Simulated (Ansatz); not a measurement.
System: methyl formate, C₂H₄O₂, net charge 0, singlet state. SMILES: C(OC)=O
Coordinates optimised at B3LYP-D3(BJ)/def2-TZVP (Ansatz, a program for electronic structure):
```
O
C 1 1.3374
O 2 1.1990 1 125.87
H 2 1.0980 3 125.01 1 -180.00
C 1 1.4400 2 115.72 4 180.00
H 5 1.0858 1 105.58 2 -180.00
H 5 1.0891 6 110.74 1 119.38
H 5 1.0891 6 110.74 7 121.24
```
Charge 0, spin multiplicity 1.

Property: enthalpy of formation at 298 K, in kcal/mol. Terms: non-relativistic; six Cartesian d functions in 6-31G* and its kin unless marked 5d; spin-orbit terms left out; LANL2DZ all-electron up to Ne; dispersion terms only where a functional's name holds one; valence correlation only; 6-311+G** with 5d; open shells spin-unrestricted. Basis-set limits of correlation are two-point, X^-3; Hartree-Fock from the larger set. [CCSD(T)-MP2]/basis is that difference in the basis named. Ab initio and DFT rows: single points at B3LYP-D3(BJ) geometries (Ansatz), with unscaled harmonic terms from B3LYP/6-31G* at its own minima, enthalpies of formation by atomisation with measured atoms.

Measured values: Active Thermochemical Tables 1.112 (ions: stationary electron), as tabulated in the package chemicals; they hold spin-orbit and core effects, anharmonicity and other conformers. 

Value to compare with, the measured value: -85.5 kcal/mol.

```json
[
 {"level": "PBE/STO-3G", "program": "Ansatz", "enthalpy of formation at 298 K (kcal/mol)": "-190.6", "error": "-105.1"},
 {"level": "PBE/3-21G", "program": "Ansatz", "enthalpy of formation at 298 K (kcal/mol)": "-89.0", "error": "-3.5"},
 {"level": "PBE/LANL2DZ", "program": "Ansatz", "enthalpy of formation at 298 K (kcal/mol)": "-62.7", "error": "22.8"},
 {"level": "PBE/6-31G*", "program": "Ansatz", "enthalpy of formation at 298 K (kcal/mol)": "-114.4", "error": "-28.9"},
 {"level": "PBE/def2-SVP", "program": "Ansatz", "enthalpy of formation at 298 K (kcal/mol)": "-119.8", "error": "-34.3"},
 {"level": "PBE/6-311+G**", "program": "Ansatz", "enthalpy of formation at 298 K (kcal/mol)": "-105.0", "error": "-19.5"},
 {"level": "PBE/def2-TZVPD", "program": "Ansatz", "enthalpy of formation at 298 K (kcal/mol)": "-109.8", "error": "-24.3"},
 {"level": "RI-MP2/CBS(aug-cc-pVTZ,aug-cc-pVQZ)+[CCSD(T)-MP2]/aug-cc-pVTZ", "program": "Ansatz", "enthalpy of formation at 298 K (kcal/mol)": "-85.1", "error": "0.4"}
]
```

Among the 6 habitual levels, PBE/STO-3G lies farthest from the measured value (-105.1 kcal/mol) and PBE/3-21G nearest (-3.5); 1 of 6 lie above it, and their mean absolute error is 35.7 kcal/mol, the median 25.9. One case shows no general order.

The sets are all those run for this method; runs whose electronic state is in doubt are left out.
